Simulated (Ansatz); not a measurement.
Ansatz (an electronic-structure program) input (HF/STO-3G):

Ansatz 0.2 input:
```yaml
crystal:
  periodic: [false, false, false]
  atoms:
    - {symbol: C, position_ang: [0.90052546, -0.56668612, 0.03712340]}
    - {symbol: C, position_ang: [2.39178388, -0.21072444, 0.02785972]}
    - {symbol: C, position_ang: [0.08456244, 0.71356583, 0.13061417]}
    - {symbol: H, position_ang: [0.69681967, -1.19993557, 0.91006203]}
    - {symbol: H, position_ang: [0.69360926, -1.20636106, -0.84731521]}
    - {symbol: H, position_ang: [3.02621860, -1.10472435, -0.00015858]}
    - {symbol: Cl, position_ang: [-1.77223671, 0.11251524, -0.02631381]}
    - {symbol: H, position_ang: [2.63936733, 0.39901487, -0.84795219]}
    - {symbol: H, position_ang: [2.64612132, 0.37695155, 0.91395249]}
    - {symbol: H, position_ang: [0.16465716, 1.20536388, -0.85483764]}
basis:
  gaussian:
    orbitals: STO-3G
hamiltonian:
  xc: {name: HF}
total_charge: -1
relax: {f_tol: 0.003, max_steps: 120}
```

Q: Predict the final energy.

A: -570.09964 Eh.
